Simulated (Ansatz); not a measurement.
Reaction (SMILES): O(C)C=O [methyl formate] + C (CH4) + O (H2O) → C=O (CH2O) + 2 CO (CH4O) [methanol]

Property: bond separation energy (enthalpy at 298 K), in kcal/mol. Terms: LANL2DZ all-electron up to Ne; valence correlation only; non-relativistic; no spin-orbit coupling; six Cartesian d functions in 6-31G* and its kin unless marked 5d; 6-311+G** with 5d. CBS(X,Y): correlation extrapolated as X^-3; Hartree-Fock from the larger set. The bracket is a focal-point correction in the basis named. Ab initio and DFT rows: single points at B3LYP-D3(BJ) geometries (Ansatz, a first-principles code), with unscaled harmonic terms from B3LYP/6-31G* at its own minima.

Measured values: Active Thermochemical Tables 1.112 (ions: stationary electron), as tabulated in the package chemicals; they hold spin-orbit and core effects, anharmonicity and other conformers. 

Value to compare with, the measured value: 39.1 kcal/mol.

| level | program | bond separation energy (enthalpy at 298 K) (kcal/mol) | error |
|---|---|---|---|
| HF/STO-3G | Ansatz | 23.8 | -15.3 |
| HF/3-21G | Ansatz | 37.6 | -1.5 |
| HF/LANL2DZ | Ansatz | 31.5 | -7.6 |
| HF/6-31G* | Ansatz | 36.6 | -2.5 |
| HF/6-311+G** | Ansatz | 34.7 | -4.4 |
| RI-MP2/CBS(aug-cc-pVTZ,aug-cc-pVQZ)+[CCSD(T)-MP2]/aug-cc-pVTZ | Ansatz | 38.4 | -0.7 |

Among the 5 habitual levels, HF/STO-3G lies farthest from the measured value (-15.3 kcal/mol) and HF/3-21G nearest (-1.5); 0 of 5 lie above it, and their mean absolute error is 6.3 kcal/mol, the median 4.4. One case shows no general order.

The sets are all those run for this method; runs whose electronic state is in doubt are left out.
